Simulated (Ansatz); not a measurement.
[S5]2- (S₅²⁻). The state is a triplet with charge -2. Geometry PBE-D4/def2-SVPD, that of the charge -2 singlet; atoms count from 1.

```tsv
atom	x (Å)	y (Å)	z (Å)
S1	2.139	1.407	2.024
S2	1.455	1.167	0.064
S3	0.623	-0.785	-0.379
S4	-1.492	-1.120	-0.042
S5	-2.725	-0.670	-1.667
```

A multiply charged anion in the gas phase is held together partly by the finite basis. The highest occupied level of the charge -2 triplet lies above zero (up to 3.84 eV). It is a level of α spin, whose loss leaves a doublet; that state wasn't run at this geometry and level. The electron is either unbound and held by the finite basis, or the level is raised by self-interaction error. At PBE0-D4/def2-TZVPD a singlet of charge -2 lies 1.70 eV below the triplet at the same geometry.

Problem. Estimate the Mulliken populations from the PBE0/def2-TZVPD orbitals of Ansatz.

Solution. 
| atom | charge (e) | spin (α − β) |
| --- | --- | --- |
| S1 | -0.77 | 0.13 |
| S2 | -0.16 | 0.15 |
| S3 | -0.35 | 0.31 |
| S4 | -0.07 | 0.58 |
| S5 | -0.65 | 0.84 |
Mulliken values and Mayer orders depend strongly on the basis. With diffuse functions, as here, like atoms can get unlike values, and bond orders can come out too low or too high.

Problem. Where does the spin sit?

Solution. Summed by element: S 2.00, of 2 unpaired in all. Largest on single atoms: S5 0.84, S4 0.58, S3 0.31.

Problem. And the Mayer bond orders between bonded heavy atoms (over 0.3)?

Solution. S1–S2 1.07 (2.09 Å); S2–S3 0.88 (2.17 Å); S3–S4 0.73 (2.17 Å); S4–S5 1.27 (2.09 Å).
